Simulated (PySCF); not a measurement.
Point-charge models of `[PH](=O)(C=C)C=C` against its computed dipole.

Coordinates (GFN2-xTB, Å) and charges (e) from the PBE0/pcSseg-1 density (PySCF):

| atom | x | y | z | Mulliken | IAO | Hirshfeld | ESP-fitted |
| --- | --- | --- | --- | --- | --- | --- | --- |
| C1 | 2.350 | 0.127 | 0.630 | -0.1151 | -0.2604 | -0.0640 | -0.2601 |
| C2 | 1.438 | 0.498 | -0.252 | -0.4786 | -0.4323 | -0.1014 | -0.3350 |
| P3 | 0.042 | -0.606 | -0.575 | +0.9379 | +1.4284 | +0.4041 | +0.8678 |
| O4 | 0.053 | -1.864 | 0.169 | -0.6128 | -0.9213 | -0.3880 | -0.6195 |
| C5 | -1.445 | 0.404 | -0.367 | -0.4787 | -0.4325 | -0.1015 | -0.3374 |
| C6 | -2.394 | -0.024 | 0.447 | -0.1154 | -0.2604 | -0.0641 | -0.2573 |
| H7 | 3.211 | 0.727 | 0.878 | +0.1314 | +0.1603 | +0.0583 | +0.1652 |
| H8 | 2.246 | -0.821 | 1.134 | +0.1490 | +0.1723 | +0.0540 | +0.1773 |
| H9 | 1.483 | 1.433 | -0.791 | +0.1360 | +0.1588 | +0.0501 | +0.1625 |
| H10 | 0.099 | -0.759 | -1.965 | +0.0300 | -0.1040 | -0.0096 | -0.0684 |
| H11 | -1.513 | 1.331 | -0.917 | +0.1360 | +0.1587 | +0.0501 | +0.1644 |
| H12 | -3.311 | 0.516 | 0.621 | +0.1313 | +0.1602 | +0.0582 | +0.1654 |
| H13 | -2.265 | -0.961 | 0.969 | +0.1491 | +0.1723 | +0.0540 | +0.1752 |

Question: Form Σ q r in debye for every column and set it beside the full dipole.

Answer: The full density gives (-0.07, 3.38, -0.94) D, 3.51 D in size; dipole vectors point from the negative to the positive end.

```
    scheme     μx    μy     μz  size (D)  share of the full size (%)  angle to the full dipole (°)
  Mulliken   0.00  1.83  -1.21      2.20                          63                            18
       IAO  -0.04  4.06  -2.18      4.61                         131                            13
 Hirshfeld  -0.04  2.41  -0.82      2.55                          73                             3
ESP-fitted  -0.08  3.33  -0.97      3.47                          99                             1
```

Question: Which set comes closest?

Answer: Length of the difference vector: ESP-fitted 0.05 D, Hirshfeld 0.97 D, IAO 1.41 D, Mulliken 1.57 D. Closest: ESP-fitted. 

Question: What is left for the Hirshfeld atoms' own dipoles?

Answer: The shares of the density sum to the whole, so what Σ q r misses lies in dipoles about the nuclei. The atomic dipoles sum to (-0.07, 3.38, -0.94) − (-0.04, 2.41, -0.82) = (-0.03, 0.97, -0.12) D, 0.97 D in size.

Question: With the origin at the mean of the coordinates, (0.000, 0.000, -0.001) Å, which are the largest single terms, by size, of the Mulliken dipole along the direction of the full one?

Answer: O4 +5.42, P3 -1.94, C2 -1.19, C5 -1.19, H9 +1.02 D; all 13 atoms together +2.09 D. The single terms depend on the origin, their sum doesn't.

Question: Give the size of the full dipole in other units.

Answer: 3.51 D = 1.379 au = 0.730 e·Å = 11.69 × 10⁻³⁰ C·m.

The structure is a single GFN2-xTB conformer in the gas phase; no vibrational or solvent corrections.

These values come from a run that also computed NMR shieldings. Rough CPU time on one thread of a shared machine: about 27 s.

Conformer computed: `[CH2:1]=[CH:2][PH:3](=[O:4])[CH:5]=[CH2:6]`: C1–C2–P3–O4 -1°, C2–P3–C5–C6 -127°.
